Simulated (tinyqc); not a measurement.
CCSD on RHF in the sto-6g basis, for HF, spin multiplicity 1, step by step. One step of it, computed by the program tinyqc.

Problem. CCSD: starting amplitudes. t_ij^ab = <ij||ab> / (e_i + e_j - e_a - e_b), whose energy is MP2.

orbital energies (hartree): MO1 -26.230139, MO2 -1.518351, MO3 -0.619925, MO4 -0.478153, MO5 -0.478153, MO6 0.715295

Two-electron integrals over orbitals (pq|rs), unique and non-zero (hartree):
```
(11|11) 5.379937    (21|11) -0.507610   (21|21) 0.077683    (22|11) 1.205821
(22|21) -0.019102   (22|22) 0.864687    (31|11) 0.190780    (31|21) -0.026171
(31|22) 0.017307    (31|31) 0.027899    (32|11) -0.146284   (32|21) 0.010912
(32|22) 0.002625    (32|31) 0.020915    (32|32) 0.158417    (33|11) 1.065159
(33|21) -0.012820   (33|22) 0.776624    (33|31) -0.007800   (33|32) -0.066511
(33|33) 0.820140    (41|41) 0.030432    (42|41) 0.038390    (42|42) 0.176926
(43|41) -0.013276   (43|42) -0.047649   (43|43) 0.054892    (44|11) 1.265963
(44|21) -0.013406   (44|22) 0.875364    (44|31) 0.004832    (44|32) -0.074373
(44|33) 0.789841    (44|44) 0.998085    (51|51) 0.030432    (52|51) 0.038390
(52|52) 0.176926    (53|51) -0.013276   (53|52) -0.047649   (53|53) 0.054892
(54|54) 0.053789    (55|11) 1.265963    (55|21) -0.013406   (55|22) 0.875364
(55|31) 0.004832    (55|32) -0.074373   (55|33) 0.789841    (55|44) 0.890506
(55|55) 0.998085    (61|11) 0.207244    (61|21) -0.035072   (61|22) -0.000918
(61|31) -0.005449   (61|32) -0.025703   (61|33) 0.016235    (61|44) 0.004941
(61|55) 0.004941    (61|61) 0.031510    (62|11) -0.293782   (62|21) 0.006672
(62|22) -0.145428   (62|31) -0.020742   (62|32) -0.030803   (62|33) -0.053609
(62|44) -0.145341   (62|55) -0.145341   (62|61) 0.013172    (62|62) 0.102308
(63|11) -0.319474   (63|21) 0.005153    (63|22) -0.133858   (63|31) 0.002817
(63|32) 0.090077    (63|33) -0.135418   (63|44) -0.171586   (63|55) -0.171586
(63|61) -0.006193   (63|62) 0.062452    (63|63) 0.149634    (64|41) -0.012507
(64|42) -0.047716   (64|43) -0.010004   (64|64) 0.032774    (65|51) -0.012507
(65|52) -0.047716   (65|53) -0.010004   (65|65) 0.032774    (66|11) 0.909387
(66|21) -0.008742   (66|22) 0.702258    (66|31) 0.018670    (66|32) 0.080075
(66|33) 0.670137    (66|44) 0.660065    (66|55) 0.660065    (66|61) -0.010061
(66|62) -0.071416   (66|63) -0.007945   (66|66) 0.724276
```

Give: Starting amplitudes; correlation energy.

Solution.

Starting amplitudes (spin orbitals 1a, 1b, ...; amplitudes related by a flip of all spins are not repeated):
```
from      to          t
3a 3b  6a 6b    -0.0560
2a 2b  6a 6b    -0.0229
2a 3b  6a 6b    -0.0175
4a 4b  6a 6b    -0.0137
5a 5b  6a 6b    -0.0137
1a 1b  6a 6b    -0.0006
1a 2b  6a 6b  -4.51e-04
1a 3b  6a 6b   2.19e-04
```

correlation energy = -0.013846 hartree
